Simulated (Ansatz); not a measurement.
FH$_{2}$Si (`F[SiH2]`) radical, 4 atoms. The species carries charge 0 and has multiplicity 2. Hardware: A = 2 threads of a server CPU on a shared host; B = 2 threads of an AMD EPYC 7R13 on a shared host and a share of an NVIDIA H100 80 GB. Correlated methods freeze the cores. Open-shell runs search over several starts.

(1) How many basis functions does each run have, and how long does it take in Ansatz? UKS ωB97M-V/def2-QZVPP energy [A]; UHF-CCSD(T)/cc-pV(Q+d)Z energy [B]; UKS PBE0-D4/def2-TZVP relaxation (5 steps) [A]; UHF-CCSD(T)/def2-QZVPP energy [B]; UKS revPBE-D4/def2-TZVPP energy [A]; direct RPA on PBE orbitals/def2-TZVPP energy [A]; UKS PBE0-D4/def2-SVP energy [A]; UHF-CCSD(T)/cc-pV(D+d)Z energy [A]; UKS PBE0-D4/def2-QZVPP energy [A]; UKS PBE0-D4/def2-TZVP frequencies [A]; UKS SPW92 (LDA)/def2-TZVPP energy [A]; UHF-CCSD(T)/cc-pV(T+d)Z energy [A]. (Estimate.)

Results:

(1) Ansatz gave: Other jobs shared the machine, so times are rough.

| level | job | functions | wall time | peak host memory (GiB) |
| --- | --- | --- | --- | --- |
| UKS PBE0-D4/def2-SVP | energy [A] | 42 | 0.81 s | 0.22 |
| UKS SPW92 (LDA)/def2-TZVPP | energy [A] | 101 | 1.2 s | 0.16 |
| direct RPA on PBE orbitals/def2-TZVPP | energy [A] | 101 | 2.3 s | 0.22 |
| UKS revPBE-D4/def2-TZVPP | energy [A] | 101 | 2.7 s | 0.17 |
| UHF-CCSD(T)/cc-pV(D+d)Z | energy [A] | 47 | 3.8 s | 0.22 |
| UHF-CCSD(T)/cc-pV(T+d)Z | energy [A] | 97 | 6.5 s | 0.48 |
| UKS PBE0-D4/def2-QZVPP | energy [A] | 187 | 6.5 s | 0.36 |
| UKS PBE0-D4/def2-TZVP | relaxation (5 steps) [A] | 80 | 10 s | 0.17 |
| UHF-CCSD(T)/def2-QZVPP | energy [B] | 187 | 12 s | 0.93 |
| UKS ωB97M-V/def2-QZVPP | energy [A] | 187 | 12 s | 0.47 |
| UHF-CCSD(T)/cc-pV(Q+d)Z | energy [B] | 179 | 14 s | 0.83 |
| UKS PBE0-D4/def2-TZVP | frequencies [A] | 80 | 20 s | 0.22 |
